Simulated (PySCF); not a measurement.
## CH3O: g tensor and hyperfine couplings

Compound: CH3O (doublet state).
Structure used (GFN2-xTB), in Å, numbered top down from 1:
```
atom  x, y, z in Å
C1    -0.4474    0.0183    0.0610
O2     0.7963   -0.5439    0.0425
H3    -1.2430   -0.6761   -0.1151
H4    -0.5665    1.0662   -0.1409
H5     1.4692    0.1383    0.1353
```

Identity: `[CH2]O` [radical].

Computed with UKS B3LYP, pcH-1 on C H O, non-relativistic, mean-field spin-orbit, GIAO in PySCF 2.14.0. Isolated species at its GFN2-xTB geometry, gas phase. A GFN2-xTB geometry isn't a minimum of the functional, and hyperfine couplings can be far from their values at a DFT geometry.

```
g1, g2, g3                      : 2.00212, 2.00323, 2.00454
g_iso                           : 2.00329
Form of g                       : rhombic: the two nearest values differ by 46 % of g3 − g1
⟨S²⟩                            : 0.7533 (exact 0.7500)
HOMO–LUMO gap, α and β orbitals : 5.68, 8.69 eV
Basis functions                 : 80
```

Isotropic coupling and dipolar principal values T1 to T3, in G; ρ(0) is the spin density at the nucleus (MHz turned into gauss with g_iso; 10 G = 1 mT):

| atom | isotope | a_iso | T1 | T2 | T3 | Mulliken spin population | ρ(0) (bohr⁻³) |
| --- | --- | --- | --- | --- | --- | --- | --- |
| C1 | 13C | 46.4 | -27.4 | -27.0 | 54.4 | 0.94 | 0.1157 |
| O2 | 17O | -8.2 | -27.0 | 13.0 | 14.0 | 0.14 | 0.0378 |
| H3 | 1H | -18.0 | -12.9 | -0.4 | 13.3 | -0.04 | -0.0113 |
| H4 | 1H | -15.8 | -13.0 | -0.2 | 13.2 | -0.04 | -0.0099 |
| H5 | 1H | -4.6 | -5.5 | -3.5 | 9.1 | -0.01 | -0.0029 |

The largest Mulliken spin populations are on C1 (+0.94) and O2 (+0.14). The angles at C1 add up to 355.4°, so it is nearly planar; its axial dipolar tensor and the negative couplings of its protons fit spin in a p orbital normal to that plane.

Axes: g3 points within 5° of the O2–H5 bond.

Under fast tumbling the dipolar parts average out, and these isotropic splittings remain: 2 × 1H (H3/H4, I = 1/2, 3 lines) with 1.69 mT and 1 × 1H (H5, I = 1/2, 2 lines) with 0.46 mT.

Means are taken over nuclei equivalent by connectivity, which assumes that they swap fast. The 1H value of -47.4 MHz is a mean of couplings from -50.5 to -44.3 MHz in this one geometry, not an average over conformers.

The 17O coupling of O2 (-22.9 MHz) shows only in satellite lines or after enrichment, since that isotope makes up about 0.038 % of natural oxygen.

The 13C coupling of C1 (130.1 MHz) shows only in satellite lines or after enrichment, since that isotope makes up about 1.07 % of natural carbon.

The run took 12 s (grids of density and orbitals included) on Intel Xeon at 2.50 GHz, one thread, no GPU, shared host, and the process peaked at 0.28 GiB of memory.
